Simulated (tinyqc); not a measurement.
Inside a calculation (part 1 of 2). Method: UHF in the sto-3g basis, for LiH+, spin multiplicity 2. Computed by tinyqc, a small Python program that keeps every step (integrals from PySCF). Settings: charge = 1, multiplicity = 2, basis = sto-3g, energy threshold = 1e-08, iteration cap = 88, orthogonalisation = symmetric, start = Wolfsberg-Helmholz matrix, DIIS depth = 8, DIIS from iteration = 2, method = UHF. Command: `OMP_NUM_THREADS=1 python tinyqc.py 31928 31929 out.jsonl` (the two numbers bound the seeds that draw the settings). One thread of a shared host (Intel(R) Xeon(R) Processor @ 2.60GHz), about 0.08 s of CPU time with the checks. Later iterations appear only in the table of the cycle.

## One-electron integrals

Geometry (angstrom):
```
atom         x         y         z
Li    0.000000  0.000000  0.000000
H     0.000000  0.000000  2.939000
```

Basis sto-3g: exponents (1/bohr^2) and contraction coefficients of normalised primitives:
```
element  l (shell)   exponent  coefficient
Li           s (1)  16.119575     0.154329
Li           s (1)   2.936201     0.535328
Li           s (1)   0.794651     0.444635
Li           s (2)   0.636290    -0.099967
Li           s (2)   0.147860     0.399513
Li           s (2)   0.048089     0.700115
Li           p (3)   0.636290     0.155916
Li           p (3)   0.147860     0.607684
Li           p (3)   0.048089     0.391957
H            s (1)   3.425251     0.154329
H            s (1)   0.623914     0.535328
H            s (1)   0.168855     0.444635
```

Overlap, kinetic and nuclear-attraction integrals over the contracted functions; the nuclear repulsion is the sum of Za Zb / Rab.

nuclear repulsion = 0.54016047 hartree

overlap S, order 1Li 1s, 1Li 2s, 1Li 2px, 1Li 2py, 1Li 2pz, 2H 1s:
$$\begin{pmatrix}
1.000000 & 0.241137 & 0.000000 & 0.000000 & 0.000000 & 0.002355 \\
0.241137 & 1.000000 & 0.000000 & 0.000000 & 0.000000 & 0.131082 \\
0.000000 & 0.000000 & 1.000000 & 0.000000 & 0.000000 & 0.000000 \\
0.000000 & 0.000000 & 0.000000 & 1.000000 & 0.000000 & 0.000000 \\
0.000000 & 0.000000 & 0.000000 & 0.000000 & 1.000000 & 0.203303 \\
0.002355 & 0.131082 & 0.000000 & 0.000000 & 0.203303 & 1.000000
\end{pmatrix}$$

kinetic energy T (hartree), order 1Li 1s, 1Li 2s, 1Li 2px, 1Li 2py, 1Li 2pz, 2H 1s:
$$\begin{pmatrix}
3.576786 & -0.020237 & 0.000000 & 0.000000 & 0.000000 & -0.002045 \\
-0.020237 & 0.102163 & 0.000000 & 0.000000 & 0.000000 & -0.001697 \\
0.000000 & 0.000000 & 0.319682 & 0.000000 & 0.000000 & 0.000000 \\
0.000000 & 0.000000 & 0.000000 & 0.319682 & 0.000000 & 0.000000 \\
0.000000 & 0.000000 & 0.000000 & 0.000000 & 0.319682 & 0.006353 \\
-0.002045 & -0.001697 & 0.000000 & 0.000000 & 0.006353 & 0.760032
\end{pmatrix}$$

nuclear attraction V (hartree), order 1Li 1s, 1Li 2s, 1Li 2px, 1Li 2py, 1Li 2pz, 2H 1s:
$$\begin{pmatrix}
-8.162935 & -1.007761 & 0.000000 & 0.000000 & -0.004773 & -0.008398 \\
-1.007761 & -1.385624 & 0.000000 & 0.000000 & -0.055942 & -0.171369 \\
0.000000 & 0.000000 & -1.363726 & 0.000000 & 0.000000 & 0.000000 \\
0.000000 & 0.000000 & 0.000000 & -1.363726 & 0.000000 & 0.000000 \\
-0.004773 & -0.055942 & 0.000000 & 0.000000 & -1.399984 & -0.267450 \\
-0.008398 & -0.171369 & 0.000000 & 0.000000 & -0.267450 & -1.766774
\end{pmatrix}$$

core Hamiltonian H = T + V (hartree), order 1Li 1s, 1Li 2s, 1Li 2px, 1Li 2py, 1Li 2pz, 2H 1s:
$$\begin{pmatrix}
-4.586148 & -1.027998 & 0.000000 & 0.000000 & -0.004773 & -0.010442 \\
-1.027998 & -1.283460 & 0.000000 & 0.000000 & -0.055942 & -0.173066 \\
0.000000 & 0.000000 & -1.044044 & 0.000000 & 0.000000 & 0.000000 \\
0.000000 & 0.000000 & 0.000000 & -1.044044 & 0.000000 & 0.000000 \\
-0.004773 & -0.055942 & 0.000000 & 0.000000 & -1.080303 & -0.261097 \\
-0.010442 & -0.173066 & 0.000000 & 0.000000 & -0.261097 & -1.006742
\end{pmatrix}$$

## Two-electron integrals

Functions are numbered as in S; the eight-fold symmetry (ij|kl) = (ji|kl) = (kl|ij) leaves the list below.

Two-electron integrals (ij|kl) in chemists' order, unique and non-zero (hartree):
```
(11|11) 1.680395   (21|11) 0.265420   (21|21) 0.049941   (22|11) 0.397727
(22|21) 0.092860   (22|22) 0.290562   (31|31) 0.008981   (32|31) 0.013788
(32|32) 0.064184   (33|11) 0.396640   (33|21) 0.092880   (33|22) 0.290497
(33|33) 0.312946   (41|41) 0.008981   (42|41) 0.013788   (42|42) 0.064184
(43|43) 0.016869   (44|11) 0.396640   (44|21) 0.092880   (44|22) 0.290497
(44|33) 0.279207   (44|44) 0.312946   (51|51) 0.008981   (52|51) 0.013788
(52|52) 0.064184   (53|53) 0.016869   (54|54) 0.016869   (55|11) 0.396640
(55|21) 0.092880   (55|22) 0.290497   (55|33) 0.279207   (55|44) 0.279207
(55|55) 0.312946   (61|11) 0.002250   (61|21) 0.000441   (61|22) 0.000888
(61|33) 0.000871   (61|44) 0.000871   (61|51) 0.000074   (61|52) 0.000155
(61|55) 0.000923   (61|61) 4.73e-06   (62|11) 0.030015   (62|21) 0.007211
(62|22) 0.027788   (62|33) 0.026122   (62|44) 0.026122   (62|51) 0.000963
(62|52) 0.008701   (62|55) 0.031086   (62|61) 0.000085   (62|62) 0.007437
(63|31) 0.000230   (63|32) 0.001643   (63|53) 0.000882   (63|63) 0.000241
(64|41) 0.000230   (64|42) 0.001643   (64|54) 0.000882   (64|64) 0.000241
(65|11) 0.045403   (65|21) 0.010926   (65|22) 0.042503   (65|33) 0.039787
(65|44) 0.039787   (65|51) 0.001493   (65|52) 0.013640   (65|55) 0.047881
(65|61) 0.000130   (65|62) 0.011805   (65|65) 0.018762   (66|11) 0.180053
(66|21) 0.043417   (66|22) 0.177932   (66|33) 0.166419   (66|44) 0.166419
(66|51) 0.004772   (66|52) 0.054668   (66|55) 0.200612   (66|61) 0.000499
(66|62) 0.066648   (66|65) 0.106999   (66|66) 0.774606
```

## Orthogonalisation

S = U s U^T; symmetric (Loewdin) form X = U s^(-1/2) U^T, so that X^T S X = 1.

eigenvalues of S: [0.701275, 0.835351, 1.000000, 1.000000, 1.162294, 1.301080]

X, order 1Li 1s, 1Li 2s, 1Li 2px, 1Li 2py, 1Li 2pz, 2H 1s:
$$\begin{pmatrix}
1.023042 & -0.126517 & 0.000000 & 0.000000 & -0.002013 & 0.011677 \\
-0.126517 & 1.030078 & 0.000000 & 0.000000 & 0.010876 & -0.070473 \\
0.000000 & 0.000000 & 1.000000 & 0.000000 & 0.000000 & 0.000000 \\
0.000000 & 0.000000 & 0.000000 & 1.000000 & 0.000000 & 0.000000 \\
-0.002013 & 0.010876 & 0.000000 & 0.000000 & 1.016204 & -0.105599 \\
0.011677 & -0.070473 & 0.000000 & 0.000000 & -0.105599 & 1.023193
\end{pmatrix}$$

## Starting guess

The start is the generalised Wolfsberg-Helmholz matrix (K = 1.75) built on H; D(s) = C_occ C_occ^T for each spin.

D(alpha) at the start, order 1Li 1s, 1Li 2s, 1Li 2px, 1Li 2py, 1Li 2pz, 2H 1s:
$$\begin{pmatrix}
0.988108 & 0.009170 & 0.000000 & 0.000000 & -0.056144 & -0.056971 \\
0.009170 & 0.107174 & 0.000000 & 0.000000 & 0.199157 & 0.187191 \\
0.000000 & 0.000000 & 0.000000 & 0.000000 & 0.000000 & 0.000000 \\
0.000000 & 0.000000 & 0.000000 & 0.000000 & 0.000000 & 0.000000 \\
-0.056144 & 0.199157 & 0.000000 & 0.000000 & 0.375508 & 0.353258 \\
-0.056971 & 0.187191 & 0.000000 & 0.000000 & 0.353258 & 0.332344
\end{pmatrix}$$

D(beta) at the start, order 1Li 1s, 1Li 2s, 1Li 2px, 1Li 2py, 1Li 2pz, 2H 1s:
$$\begin{pmatrix}
0.979540 & 0.039250 & 0.000000 & 0.000000 & 0.000578 & -0.003610 \\
0.039250 & 0.001573 & 0.000000 & 0.000000 & 0.000023 & -0.000145 \\
0.000000 & 0.000000 & 0.000000 & 0.000000 & 0.000000 & 0.000000 \\
0.000000 & 0.000000 & 0.000000 & 0.000000 & 0.000000 & 0.000000 \\
0.000578 & 0.000023 & 0.000000 & 0.000000 & 0.000000 & -0.000002 \\
-0.003610 & -0.000145 & 0.000000 & 0.000000 & -0.000002 & 0.000013
\end{pmatrix}$$

## Iteration 1: building the Fock matrix

J_ij = sum D_kl (ij|kl) with D = D(alpha) + D(beta), K_ij = sum D_kl (ik|jl) for each spin; F = H + J - K(s); E = tr D H + tr D J / 2 - 0.5 sum_s tr D(s) K(s) + E_nn.

Coulomb J (hartree), order 1Li 1s, 1Li 2s, 1Li 2px, 1Li 2py, 1Li 2pz, 2H 1s:
$$\begin{pmatrix}
3.627199 & 0.596859 & 0.000000 & 0.000000 & 0.007487 & 0.005256 \\
0.596859 & 1.031715 & 0.000000 & 0.000000 & 0.055079 & 0.111075 \\
0.000000 & 0.000000 & 1.018964 & 0.000000 & 0.000000 & 0.000000 \\
0.000000 & 0.000000 & 0.000000 & 1.018964 & 0.000000 & 0.000000 \\
0.007487 & 0.055079 & 0.000000 & 0.000000 & 1.050567 & 0.171484 \\
0.005256 & 0.111075 & 0.000000 & 0.000000 & 0.171484 & 0.832328
\end{pmatrix}$$

exchange K(alpha) (hartree), order 1Li 1s, 1Li 2s, 1Li 2px, 1Li 2py, 1Li 2pz, 2H 1s:
$$\begin{pmatrix}
1.673968 & 0.281703 & 0.000000 & 0.000000 & -0.001150 & 0.003433 \\
0.281703 & 0.124494 & 0.000000 & 0.000000 & 0.093279 & 0.096039 \\
0.000000 & 0.000000 & 0.023633 & 0.000000 & 0.000000 & 0.000000 \\
0.000000 & 0.000000 & 0.000000 & 0.023633 & 0.000000 & 0.000000 \\
-0.001150 & 0.093279 & 0.000000 & 0.000000 & 0.178521 & 0.152988 \\
0.003433 & 0.096039 & 0.000000 & 0.000000 & 0.152988 & 0.370463
\end{pmatrix}$$

exchange K(beta) (hartree), order 1Li 1s, 1Li 2s, 1Li 2px, 1Li 2py, 1Li 2pz, 2H 1s:
$$\begin{pmatrix}
1.666912 & 0.277596 & 0.000000 & 0.000000 & 0.000071 & 0.002781 \\
0.277596 & 0.056606 & 0.000000 & 0.000000 & 0.000020 & 0.000618 \\
0.000000 & 0.000000 & 0.009979 & 0.000000 & 0.000000 & 0.000000 \\
0.000000 & 0.000000 & 0.000000 & 0.009979 & 0.000000 & 0.000000 \\
0.000071 & 0.000020 & 0.000000 & 0.000000 & 0.009966 & 0.000106 \\
0.002781 & 0.000618 & 0.000000 & 0.000000 & 0.000106 & 0.000011
\end{pmatrix}$$

F(alpha) (hartree), order 1Li 1s, 1Li 2s, 1Li 2px, 1Li 2py, 1Li 2pz, 2H 1s:
$$\begin{pmatrix}
-2.632917 & -0.712842 & 0.000000 & 0.000000 & 0.003863 & -0.008620 \\
-0.712842 & -0.376240 & 0.000000 & 0.000000 & -0.094142 & -0.158030 \\
0.000000 & 0.000000 & -0.048713 & 0.000000 & 0.000000 & 0.000000 \\
0.000000 & 0.000000 & 0.000000 & -0.048713 & 0.000000 & 0.000000 \\
0.003863 & -0.094142 & 0.000000 & 0.000000 & -0.208256 & -0.242601 \\
-0.008620 & -0.158030 & 0.000000 & 0.000000 & -0.242601 & -0.544877
\end{pmatrix}$$

F(beta) (hartree), order 1Li 1s, 1Li 2s, 1Li 2px, 1Li 2py, 1Li 2pz, 2H 1s:
$$\begin{pmatrix}
-2.625861 & -0.708735 & 0.000000 & 0.000000 & 0.002642 & -0.007968 \\
-0.708735 & -0.308351 & 0.000000 & 0.000000 & -0.000882 & -0.062609 \\
0.000000 & 0.000000 & -0.035059 & 0.000000 & 0.000000 & 0.000000 \\
0.000000 & 0.000000 & 0.000000 & -0.035059 & 0.000000 & 0.000000 \\
0.002642 & -0.000882 & 0.000000 & 0.000000 & -0.039702 & -0.089720 \\
-0.007968 & -0.062609 & 0.000000 & 0.000000 & -0.089720 & -0.174425
\end{pmatrix}$$

total energy of this density = -7.50133958 hartree

## Iteration 1: diagonalisation and new density

Diagonalise F' = X^T F X, C = X C', fill 2 alpha and 1 beta electrons from the bottom; D(s) = C_occ C_occ^T. Each column has its largest component positive (the first on a tie).

F' = X^T F X (alpha) (hartree):
$$\begin{pmatrix}
-2.577011 & -0.374715 & 0.000000 & 0.000000 & 0.010916 & 0.021759 \\
-0.374715 & -0.237247 & 0.000000 & 0.000000 & -0.072989 & -0.104560 \\
0.000000 & 0.000000 & -0.048713 & 0.000000 & 0.000000 & 0.000000 \\
0.000000 & 0.000000 & 0.000000 & -0.048713 & 0.000000 & 0.000000 \\
0.010916 & -0.072989 & 0.000000 & 0.000000 & -0.170831 & -0.169586 \\
0.021759 & -0.104560 & 0.000000 & 0.000000 & -0.169586 & -0.500223
\end{pmatrix}$$

orbital energies (alpha) (hartree): MO1 -2.635570, MO2 -0.609467, MO3 -0.153134, MO4 -0.087140, MO5 -0.048713, MO6 -0.048713

coefficients C (alpha), order 1Li 1s, 1Li 2s, 1Li 2px, 1Li 2py, 1Li 2pz, 2H 1s:
$$\begin{pmatrix}
0.991247 & -0.068550 & -0.251452 & 0.110742 & 0.000000 & 0.000000 \\
0.034076 & 0.236572 & 0.930716 & -0.398487 & 0.000000 & 0.000000 \\
0.000000 & 0.000000 & 0.000000 & 0.000000 & 0.126943 & 0.991910 \\
0.000000 & 0.000000 & 0.000000 & 0.000000 & 0.991910 & -0.126943 \\
-0.000026 & 0.303689 & 0.345591 & 0.912296 & 0.000000 & 0.000000 \\
-0.001908 & 0.836658 & -0.509015 & -0.322615 & 0.000000 & 0.000000
\end{pmatrix}$$

F' = X^T F X (beta) (hartree):
$$\begin{pmatrix}
-2.569773 & -0.378734 & 0.000000 & 0.000000 & -0.000145 & 0.015748 \\
-0.378734 & -0.176295 & 0.000000 & 0.000000 & 0.008600 & -0.042752 \\
0.000000 & 0.000000 & -0.035059 & 0.000000 & 0.000000 & 0.000000 \\
0.000000 & 0.000000 & 0.000000 & -0.035059 & 0.000000 & 0.000000 \\
-0.000145 & 0.008600 & 0.000000 & 0.000000 & -0.023594 & -0.072115 \\
0.015748 & -0.042752 & 0.000000 & 0.000000 & -0.072115 & -0.155568
\end{pmatrix}$$

orbital energies (beta) (hartree): MO1 -2.628306, MO2 -0.204137, MO3 -0.106311, MO4 -0.035059, MO5 -0.035059, MO6 0.013523

coefficients C (beta), order 1Li 1s, 1Li 2s, 1Li 2px, 1Li 2py, 1Li 2pz, 2H 1s:
$$\begin{pmatrix}
0.991709 & -0.102591 & -0.254036 & 0.000000 & 0.000000 & -0.064938 \\
0.032394 & 0.368484 & 0.939489 & 0.000000 & 0.000000 & 0.250363 \\
0.000000 & 0.000000 & 0.000000 & 0.990095 & -0.140403 & 0.000000 \\
0.000000 & 0.000000 & 0.000000 & 0.140403 & 0.990095 & 0.000000 \\
-0.000501 & 0.241203 & -0.313734 & 0.000000 & 0.000000 & 0.941985 \\
-0.002912 & 0.810193 & -0.328865 & 0.000000 & 0.000000 & -0.546448
\end{pmatrix}$$

D(alpha) after iteration 1, order 1Li 1s, 1Li 2s, 1Li 2px, 1Li 2py, 1Li 2pz, 2H 1s:
$$\begin{pmatrix}
0.987270 & 0.017560 & 0.000000 & 0.000000 & -0.020843 & -0.059244 \\
0.017560 & 0.057127 & 0.000000 & 0.000000 & 0.071843 & 0.197865 \\
0.000000 & 0.000000 & 0.000000 & 0.000000 & 0.000000 & 0.000000 \\
0.000000 & 0.000000 & 0.000000 & 0.000000 & 0.000000 & 0.000000 \\
-0.020843 & 0.071843 & 0.000000 & 0.000000 & 0.092227 & 0.254084 \\
-0.059244 & 0.197865 & 0.000000 & 0.000000 & 0.254084 & 0.700001
\end{pmatrix}$$

D(beta) after iteration 1, order 1Li 1s, 1Li 2s, 1Li 2px, 1Li 2py, 1Li 2pz, 2H 1s:
$$\begin{pmatrix}
0.983486 & 0.032126 & 0.000000 & 0.000000 & -0.000497 & -0.002888 \\
0.032126 & 0.001049 & 0.000000 & 0.000000 & -0.000016 & -0.000094 \\
0.000000 & 0.000000 & 0.000000 & 0.000000 & 0.000000 & 0.000000 \\
0.000000 & 0.000000 & 0.000000 & 0.000000 & 0.000000 & 0.000000 \\
-0.000497 & -0.000016 & 0.000000 & 0.000000 & 0.000000 & 0.000001 \\
-0.002888 & -0.000094 & 0.000000 & 0.000000 & 0.000001 & 0.000008
\end{pmatrix}$$

Within a degenerate level the vectors are fixed only up to a rotation; this is one choice.

## Iteration 2: building the Fock matrix

As before.

Coulomb J (hartree), order 1Li 1s, 1Li 2s, 1Li 2px, 1Li 2py, 1Li 2pz, 2H 1s:
$$\begin{pmatrix}
3.558449 & 0.580752 & 0.000000 & 0.000000 & 0.006069 & 0.005082 \\
0.580752 & 0.993780 & 0.000000 & 0.000000 & 0.057254 & 0.121147 \\
0.000000 & 0.000000 & 0.980498 & 0.000000 & 0.000000 & 0.000000 \\
0.000000 & 0.000000 & 0.000000 & 0.980498 & 0.000000 & 0.000000 \\
0.006069 & 0.057254 & 0.000000 & 0.000000 & 1.013615 & 0.188437 \\
0.005082 & 0.121147 & 0.000000 & 0.000000 & 0.188437 & 1.018563
\end{pmatrix}$$

exchange K(alpha) (hartree), order 1Li 1s, 1Li 2s, 1Li 2px, 1Li 2py, 1Li 2pz, 2H 1s:
$$\begin{pmatrix}
1.671956 & 0.276621 & 0.000000 & 0.000000 & -0.000588 & 0.002747 \\
0.276621 & 0.094856 & 0.000000 & 0.000000 & 0.052313 & 0.104515 \\
0.000000 & 0.000000 & 0.015814 & 0.000000 & 0.000000 & 0.000000 \\
0.000000 & 0.000000 & 0.000000 & 0.015814 & 0.000000 & 0.000000 \\
-0.000588 & 0.052313 & 0.000000 & 0.000000 & 0.084566 & 0.151670 \\
0.002747 & 0.104515 & 0.000000 & 0.000000 & 0.151670 & 0.626768
\end{pmatrix}$$

exchange K(beta) (hartree), order 1Li 1s, 1Li 2s, 1Li 2px, 1Li 2py, 1Li 2pz, 2H 1s:
$$\begin{pmatrix}
1.669739 & 0.275428 & 0.000000 & 0.000000 & -0.000336 & 0.002652 \\
0.275428 & 0.055341 & 0.000000 & 0.000000 & -0.000098 & 0.000574 \\
0.000000 & 0.000000 & 0.009785 & 0.000000 & 0.000000 & 0.000000 \\
0.000000 & 0.000000 & 0.000000 & 0.009785 & 0.000000 & 0.000000 \\
-0.000336 & -0.000098 & 0.000000 & 0.000000 & 0.009775 & 0.000097 \\
0.002652 & 0.000574 & 0.000000 & 0.000000 & 0.000097 & 0.000009
\end{pmatrix}$$

F(alpha) (hartree), order 1Li 1s, 1Li 2s, 1Li 2px, 1Li 2py, 1Li 2pz, 2H 1s:
$$\begin{pmatrix}
-2.699656 & -0.723867 & 0.000000 & 0.000000 & 0.001883 & -0.008107 \\
-0.723867 & -0.384536 & 0.000000 & 0.000000 & -0.051001 & -0.156435 \\
0.000000 & 0.000000 & -0.079360 & 0.000000 & 0.000000 & 0.000000 \\
0.000000 & 0.000000 & 0.000000 & -0.079360 & 0.000000 & 0.000000 \\
0.001883 & -0.051001 & 0.000000 & 0.000000 & -0.151253 & -0.224330 \\
-0.008107 & -0.156435 & 0.000000 & 0.000000 & -0.224330 & -0.614946
\end{pmatrix}$$

F(beta) (hartree), order 1Li 1s, 1Li 2s, 1Li 2px, 1Li 2py, 1Li 2pz, 2H 1s:
$$\begin{pmatrix}
-2.697438 & -0.722674 & 0.000000 & 0.000000 & 0.001631 & -0.008012 \\
-0.722674 & -0.345021 & 0.000000 & 0.000000 & 0.001410 & -0.052494 \\
0.000000 & 0.000000 & -0.073331 & 0.000000 & 0.000000 & 0.000000 \\
0.000000 & 0.000000 & 0.000000 & -0.073331 & 0.000000 & 0.000000 \\
0.001631 & 0.001410 & 0.000000 & 0.000000 & -0.076463 & -0.072757 \\
-0.008012 & -0.052494 & 0.000000 & 0.000000 & -0.072757 & 0.011813
\end{pmatrix}$$

total energy of this density = -7.59289598 hartree

## Iteration 2: diagonalisation and new density

As before.

F' = X^T F X (alpha) (hartree):
$$\begin{pmatrix}
-2.644112 & -0.376905 & 0.000000 & 0.000000 & 0.003490 & 0.021940 \\
-0.376905 & -0.243864 & 0.000000 & 0.000000 & -0.029031 & -0.101894 \\
0.000000 & 0.000000 & -0.079360 & 0.000000 & 0.000000 & 0.000000 \\
0.000000 & 0.000000 & 0.000000 & -0.079360 & 0.000000 & 0.000000 \\
0.003490 & -0.029031 & 0.000000 & 0.000000 & -0.115710 & -0.152060 \\
0.021940 & -0.101894 & 0.000000 & 0.000000 & -0.152060 & -0.576495
\end{pmatrix}$$

orbital energies (alpha) (hartree): MO1 -2.701923, MO2 -0.647441, MO3 -0.160805, MO4 -0.079360, MO5 -0.079360, MO6 -0.070012

coefficients C (alpha), order 1Li 1s, 1Li 2s, 1Li 2px, 1Li 2py, 1Li 2pz, 2H 1s:
$$\begin{pmatrix}
0.992042 & -0.050861 & -0.275467 & 0.000000 & 0.000000 & -0.012050 \\
0.031152 & 0.173934 & 1.023829 & 0.000000 & 0.000000 & 0.051992 \\
0.000000 & 0.000000 & 0.000000 & 0.966599 & -0.256292 & 0.000000 \\
0.000000 & 0.000000 & 0.000000 & 0.256292 & 0.966599 & 0.000000 \\
0.000164 & 0.187824 & -0.053588 & 0.000000 & 0.000000 & 1.002893 \\
-0.002149 & 0.908595 & -0.277850 & 0.000000 & 0.000000 & -0.400534
\end{pmatrix}$$

F' = X^T F X (beta) (hartree):
$$\begin{pmatrix}
-2.641666 & -0.379555 & 0.000000 & 0.000000 & -0.001261 & 0.016529 \\
-0.379555 & -0.213237 & 0.000000 & 0.000000 & 0.009386 & -0.042896 \\
0.000000 & 0.000000 & -0.073331 & 0.000000 & 0.000000 & 0.000000 \\
0.000000 & 0.000000 & 0.000000 & -0.073331 & 0.000000 & 0.000000 \\
-0.001261 & 0.009386 & 0.000000 & 0.000000 & -0.063092 & -0.070431 \\
0.016529 & -0.042896 & 0.000000 & 0.000000 & -0.070431 & 0.033741
\end{pmatrix}$$

orbital energies (beta) (hartree): MO1 -2.699642, MO2 -0.165912, MO3 -0.097862, MO4 -0.073331, MO5 -0.073331, MO6 0.079162

coefficients C (beta), order 1Li 1s, 1Li 2s, 1Li 2px, 1Li 2py, 1Li 2pz, 2H 1s:
$$\begin{pmatrix}
0.992204 & -0.266374 & 0.054533 & 0.000000 & 0.000000 & 0.066070 \\
0.030564 & 0.986014 & -0.204613 & 0.000000 & 0.000000 & -0.259091 \\
0.000000 & 0.000000 & 0.000000 & 0.988012 & -0.154378 & 0.000000 \\
0.000000 & 0.000000 & 0.000000 & 0.154378 & 0.988012 & 0.000000 \\
-0.000131 & 0.064976 & 0.860135 & 0.000000 & 0.000000 & -0.547621 \\
-0.002769 & 0.173422 & 0.344434 & 0.000000 & 0.000000 & 0.956274
\end{pmatrix}$$

D(alpha) after iteration 2, order 1Li 1s, 1Li 2s, 1Li 2px, 1Li 2py, 1Li 2pz, 2H 1s:
$$\begin{pmatrix}
0.986735 & 0.022058 & 0.000000 & 0.000000 & -0.009390 & -0.048343 \\
0.022058 & 0.031224 & 0.000000 & 0.000000 & 0.032674 & 0.157969 \\
0.000000 & 0.000000 & 0.000000 & 0.000000 & 0.000000 & 0.000000 \\
0.000000 & 0.000000 & 0.000000 & 0.000000 & 0.000000 & 0.000000 \\
-0.009390 & 0.032674 & 0.000000 & 0.000000 & 0.035278 & 0.170656 \\
-0.048343 & 0.157969 & 0.000000 & 0.000000 & 0.170656 & 0.825550
\end{pmatrix}$$

D(beta) after iteration 2, order 1Li 1s, 1Li 2s, 1Li 2px, 1Li 2py, 1Li 2pz, 2H 1s:
$$\begin{pmatrix}
0.984468 & 0.030326 & 0.000000 & 0.000000 & -0.000130 & -0.002747 \\
0.030326 & 0.000934 & 0.000000 & 0.000000 & -0.000004 & -0.000085 \\
0.000000 & 0.000000 & 0.000000 & 0.000000 & 0.000000 & 0.000000 \\
0.000000 & 0.000000 & 0.000000 & 0.000000 & 0.000000 & 0.000000 \\
-0.000130 & -0.000004 & 0.000000 & 0.000000 & 0.000000 & 0.000000 \\
-0.002747 & -0.000085 & 0.000000 & 0.000000 & 0.000000 & 0.000008
\end{pmatrix}$$

Within a degenerate level the vectors are fixed only up to a rotation; this is one choice.
